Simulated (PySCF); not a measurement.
hydrogen chloride (ClH), SMILES Cl. Atoms are numbered in the order given.

```xyz
2

Cl     0.0000     0.0000    -0.0713
H      0.0000     0.0000     1.2113
```

Geometry: B3LYP-D3(BJ)/def2-TZVPD.

Calculation: M06-2X/def2-TZVPD (PySCF).

Mulliken values depend strongly on the basis, most of all with diffuse functions as here. ESP charges are fitted to the potential on shells at 1.4 to 2.0 van der Waals radii. Atomic charges (e):

```csv
atom,Mulliken,meta-Löwdin,ESP fit
Cl1,-0.27,-0.20,-0.23
H2,0.27,0.20,0.23
```
